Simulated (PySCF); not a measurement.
**PC: changing the method**

Aim: see what other levels and later steps give for PC.

Method: method and basis as typed in the scripts; program: PySCF 2.14.0.

1 further run of the same task is left out (it didn't finish).

## Step 1: Where the work starts

PC: 2 atoms, charge 0, spin multiplicity 2.

Bond lengths: P1–C2 1.437 Å.

## Step 2: Base script

input.py

```python
from pyscf import gto, dft

mol = gto.M(
    atom='P 0 0 0; C 0 0 1.437',
    basis='lanl2dz',
    ecp={'P': 'lanl2dz'},
    charge=0,
    spin=1,
    verbose=4,
)
mf = dft.UKS(mol, xc='lda,vwn')
mf.kernel()
g = mf.nuc_grad_method()
g.grid_response = True
g.kernel()
mf.dip_moment()
print('orbital energies (hartree):', [e[max(0, n-3):n+3].round(4) for e, n in zip(mf.mo_energy, mol.nelec)])
```

The run is started by

```sh
$ python input.py
```

## Step 3: B3lyp

Variant 1 changes functional: lda,vwn → b3lyp.

input.py: that of step 2 with these lines changed.

```diff
@@ -10,3 +10,3 @@
 )
-mf = dft.UKS(mol, xc='lda,vwn')
+mf = dft.UKS(mol, xc='b3lyp')
 mf.kernel()
```

## Step 4: CASCI (ROHF)

Variant 2 changes step after the SCF: gradient → casci; SCF type: UKS → ROHF; functional: lda,vwn → none (Hartree–Fock); active space: none → 7 electrons in 5 orbitals.

input.py

```python
from pyscf import gto, scf, mcscf

mol = gto.M(
    atom='P 0 0 0; C 0 0 1.437',
    basis='lanl2dz',
    ecp={'P': 'lanl2dz'},
    charge=0,
    spin=1,
    verbose=4,
)
mf = scf.ROHF(mol)
mf.kernel()
mc = mcscf.CASCI(mf, 5, 7)
mc.kernel()
mc.analyze()
mf.dip_moment()
print('orbital energies (hartree):', mf.mo_energy[..., max(0, mol.nelec[1]-3):mol.nelec[0]+3].round(4))
```

## Step 5: MP2 (UHF)

Variant 3 changes step after the SCF: gradient → mp2; SCF type: UKS → UHF; functional: lda,vwn → none (Hartree–Fock); frozen orbitals: none → 1.

input.py: that of step 2 with these lines changed.

```diff
@@ -1,2 +1,2 @@
-from pyscf import gto, dft
+from pyscf import gto, scf, mp
 
@@ -10,7 +10,5 @@
 )
-mf = dft.UKS(mol, xc='lda,vwn')
+mf = scf.UHF(mol)
 mf.kernel()
-g = mf.nuc_grad_method()
-g.grid_response = True
-g.kernel()
+mp.MP2(mf, frozen=1).kernel()
 mf.dip_moment()
```

## Step 6: Wb97x

Variant 4 changes functional: lda,vwn → wb97x.

input.py: that of step 2 with these lines changed.

```diff
@@ -10,3 +10,3 @@
 )
-mf = dft.UKS(mol, xc='lda,vwn')
+mf = dft.UKS(mol, xc='wb97x')
 mf.kernel()
```

## Step 7: Population analysis

Variant 5 changes step after the SCF: gradient → analyze.

input.py: that of step 2 with these lines changed.

```diff
@@ -12,5 +12,3 @@
 mf.kernel()
-g = mf.nuc_grad_method()
-g.grid_response = True
-g.kernel()
+mf.mulliken_pop()
 mf.dip_moment()
```

## Step 8: 0.5*hf+0.5*b88,lyp

Variant 6 changes functional: lda,vwn → 0.5*hf+0.5*b88,lyp.

input.py: that of step 2 with these lines changed.

```diff
@@ -10,3 +10,3 @@
 )
-mf = dft.UKS(mol, xc='lda,vwn')
+mf = dft.UKS(mol, xc='0.5*hf+0.5*b88,lyp')
 mf.kernel()
```

Before running it: what results should come out? Wanted: for each run, E(SCF); from base; gap, α spin; SCF dipole; after the SCF.

The runs gave:

```tsv
run	E(SCF) (hartree)	from base (eV)	cycles	gap, α spin (eV)	SCF dipole (D)	after the SCF
base	-44.008704	0	13	5.53	0.98	n/a
b3lyp	-44.397945	not comparable	11	7.66	0.80	n/a
CASCI (ROHF)	-43.991411	not comparable	11	n/a	0.46	CASCI correlation -0.707 eV
MP2 (UHF)	-44.013401	not comparable	15	14.87	0.02	MP2 correlation -2.419 eV, core frozen
wb97x	-44.372933	not comparable	12	12.75	0.65	n/a
population analysis	-44.008704	0.0000	13	5.53	0.98	n/a
0.5*hf+0.5*b88,lyp	-44.332405	not comparable	12	10.21	0.64	n/a
```

In words: The α-spin gap between the frontier levels is 5.5 eV with lda,vwn (0 % exact exchange) and 7.7 eV with b3lyp (20 %): exact exchange opens it. Total energies of different functionals can't be compared with each other; differences within one functional can.
